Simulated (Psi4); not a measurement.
# C3H6F2 (1,3-difluoropropane): OMP2/cc-pVDZ (density fitting for correlation)

What is the energy change on altering one bond length of C3H6F2 (1,3-difluoropropane) at OMP2/cc-pVDZ (density fitting for correlation)? 

Program for the calculation: Psi4 1.11.

2 further runs of the same task are left out: 1 that didn't finish, 1 set aside as unsound or not needed.

## Step 1: The structure to begin with

C3H6F2: 11 atoms, total charge 0, spin state singlet. SMILES: `FCCCF`. The shape is that of a PBE0-D4/def2-TZVP optimisation. This is one conformer, not always the lowest.

Bond lengths: F1–C2 1.383 Å, C2–C3 1.509 Å, C3–C4 1.507 Å, C4–F5 1.386 Å, C2–H6 1.096 Å, C2–H7 1.093 Å, C3–H8 1.093 Å, C3–H9 1.095 Å, C4–H10 1.095 Å, C4–H11 1.093 Å. Some angles: F1–C2–C3 109.8°, C2–C3–C4 112.4°, C3–C4–F5 110.3°, F1–C2–H6 107.7°, F1–C2–H7 107.9°, C3–C2–H6 111.1°, C3–C2–H7 111.3°, C2–C3–H8 109.6°, C2–C3–H9 109.3°, C4–C3–H8 109.6°.

## Step 2: A single-point energy at OMP2/cc-pVDZ (density fitting for correlation)

Input file c3h6f2.xyz:

```xyz
11
C3H6F2
F     -1.964400     1.432700    -0.107100
C     -0.715300     1.000700     0.300600
C     -0.375000    -0.298800    -0.387800
C      0.967500    -0.838200     0.034700
F      1.975600     0.040200    -0.331200
H     -0.744500     0.875300     1.388600
H      0.008000     1.781800     0.054100
H     -0.388200    -0.154300    -1.471600
H     -1.138100    -1.046200    -0.147100
H      1.026200    -0.968100     1.120800
H      1.173400    -1.798000    -0.445900
```

Input file c3h6f2_ase.py:

```python
import numpy as np
from ase.calculators.psi4 import Psi4
from ase.io import read

atoms = read('c3h6f2.xyz')
calc = Psi4(atoms=atoms, method='omp2', basis='cc-pVDZ', memory='1600MB', num_threads=1, charge=0, multiplicity=1, label='c3h6f2')
calc.psi4.set_options({'puream': True, 'e_convergence': 1e-09, 'd_convergence': 1e-08, 'scf_type': 'pk', 'num_frozen_docc': 5})
atoms.calc = calc

print(f'energy: {atoms.get_potential_energy():.6f} eV')
```

Started as:

```bash
$ python c3h6f2_ase.py
```

c3h6f2.dat:

```text
[...]
  Running in c1 symmetry.
[...]
  Nuclear repulsion =  184.503528916065250
[...]
  Multiplicity = 1
[...]
  Nalpha       = 21
  Nbeta        = 21
[...]
    Number of basis functions: 100
[...]
   @RHF iter   1:  -315.89773939477749   -6.70384e-01   3.80495e-03 ADIIS/DIIS
[...]
   @RHF iter  11:  -315.98128256883297   -4.66116e-12   8.61633e-09 DIIS
[...]
    Orbital Energies [Eh]
    ---------------------
    Doubly Occupied:
       1A    -26.281309     2A    -26.273654     3A    -11.322773
       4A    -11.313773     5A    -11.245410     6A     -1.593638
       7A     -1.586244     8A     -1.084402     9A     -0.944867
      10A     -0.841753    11A     -0.719154    12A     -0.714249
      13A     -0.695829    14A     -0.684910    15A     -0.652822
      16A     -0.637559    17A     -0.582150    18A     -0.545953
      19A     -0.514571    20A     -0.498253    21A     -0.490013
[...]
  @RHF Final Energy:  -315.98128256883297
   => Energetics <=
    Nuclear Repulsion Energy =            184.5035289160652496
    One-Electron Energy =                -802.5230508858335270
    Two-Electron Energy =                 302.0382394009352538
    Total Energy =                       -315.9812825688329667
[...]
 Multipole Moments:
 ------------------------------------------------------------------------------------
     Multipole            Electronic (a.u.)      Nuclear  (a.u.)        Total (a.u.)
 ------------------------------------------------------------------------------------
 L = 1.  Multiply by 2.5417464519 to convert [e a0] to [Debye]
 Dipole X            :          0.1183995           -0.0079578            0.1104417
 Dipole Y            :          3.0112371           -3.7858827           -0.7746456
 Dipole Z            :         -0.9093146            1.2759935            0.3666789
 Magnitude           :                                                    0.8641334
[...]
	Warning: cc_lambda option is changed to TRUE
	For this residual convergence, default PCG convergence is:     1.00e-07
[...]
	DF-MP2 Total Energy (a.u.)         :  -316.77273161591262
[...]
	DF-MP2 Total Energy (a.u.)         :  -316.78023146204913
[...]
	DF-OMP2 Total Energy (a.u.)        :  -316.78023146205345
[...]
```

On the terminal:

```text
energy: -8620.029163 eV
```

Wall time 23 s (1 thread of Intel Xeon 6975P-C (Granite Rapids), shared host); peak memory 0.41 GiB.

## Step 3: The distorted shape at the same level

Input file run.py:

```python
import psi4

psi4.set_memory('1600 MB')
psi4.set_num_threads(1)
psi4.core.set_output_file('c3h6f2.out', False)

m = psi4.geometry("""
0 1
F     -3.80865986     3.07584296    -0.00721497
C     -1.44820295     2.25948128     0.76322637
C     -0.70864730    -0.56465017    -0.73283579
C      1.82831003    -1.58396844     0.06557350
F      3.73334293     0.07596699    -0.62587729
H     -1.50338296     2.02250962     2.81924839
H     -0.08136405     3.73554635     0.29740888
H     -0.73359168    -0.29158474    -2.78092096
H     -2.15069730    -1.97703147    -0.27797871
H      1.93923695    -1.82944386     2.11800504
H      2.21740463    -3.39772757    -0.84262888
units au
symmetry c1
no_reorient
no_com
""")

psi4.set_options({
    'basis': 'cc-pVDZ',
    'puream': True,
    'e_convergence': 1e-09,
    'd_convergence': 1e-08,
    'scf_type': 'pk',
    'num_frozen_docc': 5,
})

E, wfn = psi4.energy('omp2', return_wfn=True)
print(f'omp2 energy: {E:.10f} Eh')
```

Started as:

```bash
$ python run.py
```

c3h6f2.out:

```text
[...]
  Running in c1 symmetry.
[...]
  Nuclear repulsion =  178.981983741679386
[...]
  Multiplicity = 1
[...]
  Nalpha       = 21
  Nbeta        = 21
[...]
    Number of basis functions: 100
[...]
   @RHF iter   1:  -315.88196349073598   -9.92858e-01   3.71881e-03 DIIS/ADIIS
[...]
   @RHF iter  11:  -315.96072699850180   -4.83169e-12   9.01494e-09 DIIS
[...]
    Orbital Energies [Eh]
    ---------------------
    Doubly Occupied:
       1A    -26.278495     2A    -26.277178     3A    -11.330853
       4A    -11.321796     5A    -11.261062     6A     -1.590721
       7A     -1.587026     8A     -1.054154     9A     -0.934267
      10A     -0.845311    11A     -0.709699    12A     -0.706283
      13A     -0.689957    14A     -0.683391    15A     -0.651281
      16A     -0.639834    17A     -0.575687    18A     -0.539909
      19A     -0.516344    20A     -0.509039    21A     -0.455669
[...]
  @RHF Final Energy:  -315.96072699850180
   => Energetics <=
    Nuclear Repulsion Energy =            178.9819837416793860
    One-Electron Energy =                -791.5695062267684534
    Two-Electron Energy =                 296.6267954865872412
    Total Energy =                       -315.9607269985017979
[...]
 Multipole Moments:
 ------------------------------------------------------------------------------------
     Multipole            Electronic (a.u.)      Nuclear  (a.u.)        Total (a.u.)
 ------------------------------------------------------------------------------------
 L = 1.  Multiply by 2.5417464519 to convert [e a0] to [Debye]
 Dipole X            :          3.0583724           -2.9614881            0.0968843
 Dipole Y            :        -28.0496678           27.2937339           -0.7559339
 Dipole Z            :          4.1672592           -3.7889121            0.3783471
 Magnitude           :                                                    0.8508638
[...]
	Warning: cc_lambda option is changed to TRUE
	For this residual convergence, default PCG convergence is:     1.00e-07
[...]
	DF-MP2 Total Energy (a.u.)         :  -316.75442120330882
[...]
	DF-MP2 Total Energy (a.u.)         :  -316.76209146613274
[...]
	DF-OMP2 Total Energy (a.u.)        :  -316.76209146613161
[...]
```

On the terminal:

```text
omp2 energy: -316.7620914661 Eh
```

Run time: 20 s. Hardware: 1 thread of Intel Xeon 6975P-C (Granite Rapids), shared host; peak memory 0.39 GiB.

## Step 4: Outcome

Level: OMP2/cc-pVDZ (density fitting for correlation), 5 core orbitals frozen.

| quantity | value |
| --- | --- |
| first shape: total energy | -316.78023 Eh |
| first shape: HOMO energy (Hartree–Fock orbitals) | -13.33 eV |
| first shape: LUMO energy (Hartree–Fock orbitals) | 4.78 eV |
| first shape: HOMO–LUMO gap (Hartree–Fock orbitals) | 18.12 eV |
| first shape: correlation energy (5 core orbitals frozen) | -798.9 mEh |
| distorted shape: total energy | -316.76209 Eh |
| distorted shape: HOMO energy (Hartree–Fock orbitals) | -12.40 eV |
| distorted shape: LUMO energy (Hartree–Fock orbitals) | 4.77 eV |
| distorted shape: HOMO–LUMO gap (Hartree–Fock orbitals) | 17.17 eV |
| distorted shape: correlation energy (5 core orbitals frozen) | -801.4 mEh |
| energy change with the C2–C3 bond stretched from 1.509 to 1.736 Å | 0.494 eV |

In words: With the C2–C3 bond stretched from 1.509 to 1.736 Å the energy rises by 0.49 eV (47.6 kJ/mol). The first shape isn't relaxed at this level, so the change isn't measured from a minimum.
